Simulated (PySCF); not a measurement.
How methods differ on the ionisation energy of B

B [He] 2s2 2p1 (2P) → B⁺ [He] 2s2 (1S), as a difference of total energies. Calculation: PySCF 2.14, in def2-TZVP (5s3p2d1f, 31 functions); no relativity, point nucleus. Correlated levels: valence: 1s2 frozen. The calculations carry no spin-orbit coupling.

```tsv
method	ionisation energy (eV)	error (eV)
UHF	8.041	-0.256
r2SCAN	8.766	+0.469
B3LYP	8.738	+0.441
MP2 (valence)	8.260	-0.037
SCS-MP2 (valence)	8.230	-0.067
CCSD (valence)	8.172	-0.125
CCSD(T) (valence)	8.207	-0.090
```

Reference: 8.297 eV (measured; NIST levels, between the centres of gravity of the two terms).

Errors of the correlated levels include the incompleteness of this basis and the frozen core.

The coupled-cluster amplitudes are large for B⁺ (T1 above 0.03 or a double amplitude above 0.15), so a single reference is strained.
